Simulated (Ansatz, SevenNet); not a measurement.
For chalcopyrite ZnGeP2, the machine-learned potential SevenNet-l3i5 (trained on PBE and PBE+U data) gives:

```
Item                               Value
------------------------------  --------
equilibrium lattice constant a   5.498 Å
c axis length                   10.862 Å
```

Q: What does HSE06 in Ansatz (PAW) give for the same quantities?

A: 
- lattice constant a: 5.473 Å (decreases by 0.5 %)
- lattice parameter c: 10.742 Å (shrinks by 1.1 %)

For comparison: lattice constant a 5.463 Å (measured, temperature not stated, not corrected to a static lattice; as tabulated in Rashkeev et al. (1999), arXiv:cond-mat/9809378); lattice parameter c 10.74 Å (measured, temperature not stated, no zero-point or thermal correction; as tabulated in Rashkeev et al. (1999), arXiv:cond-mat/9809378).

Changes are worked out from the printed values.

Unless a cell is named, each level is at its own relaxed cell (SevenNet-l3i5 20.52, HSE06 20.11 Å³/atom).

Ansatz's density-functional and Hartree–Fock values are scalar-relativistic unless marked +SOC, with PAW data made under PBE.

Ansatz is an electronic-structure program.
